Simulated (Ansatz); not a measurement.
HAl–AlH⁺, doublet: reading a ladder of total energies

Geometry: that of the HAl–AlH, triplet, kept fixed.

```xyz
4

Al    0.0000    0.0000    1.1500
Al    0.0000    0.0000   -1.1500
H     0.0000    0.0000    2.7245
H     0.0000    0.0000   -2.7245
```

Basis 6-31G; Ansatz 0.2.0. Only valence electrons are correlated (noble-gas cores frozen), which leaves 7 electrons in 20 orbitals. Prefix R: restricted or restricted open-shell reference; prefix U: unrestricted.

Full CI is exact within this basis and frozen core; it isn't the basis-set limit. The frozen core follows each run's orbitals, which can shift R against U totals by a few meV.

Runs differ by some tens of microhartree through their thresholds and, for an open shell, their frozen cores, so steps under 0.1 kcal/mol mean nothing.

| level | total energy (hartree) |
| --- | --- |
| UHF | -484.625145 |
| UMP2 | -484.673876 |
| UCCSD | -484.696804 |
| UCCSD(T) | -484.698108 |
| UCCSDT | -484.698802 |
| UCCSDT(Q) | -484.698867 |
| UCCSDTQ | -484.698890 |
| full CI | -484.698892 |

**Question.** What is the correlation energy at full CI, and what share of it do UMP2 and UCCSD(T) recover?

**Answer.** E(corr) = -484.698892 − (-484.625145) = -0.073747 hartree = -2.007 eV. UMP2: -0.048731 / -0.073747 = 66.08 %. UCCSD(T): -0.072963 / -0.073747 = 98.94 %.

**Question.** By how many kcal/mol does UCCSD(T) miss full CI (1 hartree = 627.509 kcal/mol), and which steps make up the rest?

**Answer.** -484.698108 − (-484.698892) = 0.000784 hartree = 0.49 kcal/mol. Steps: UCCSDT − UCCSD(T) = -0.44, UCCSDT(Q) − UCCSDT = -0.04, UCCSDTQ − UCCSDT(Q) = -0.01, full CI − UCCSDTQ = 0.00 kcal/mol. That is within 1 kcal/mol of the reference in this basis, which itself misses far more of the correlation at the basis-set limit.
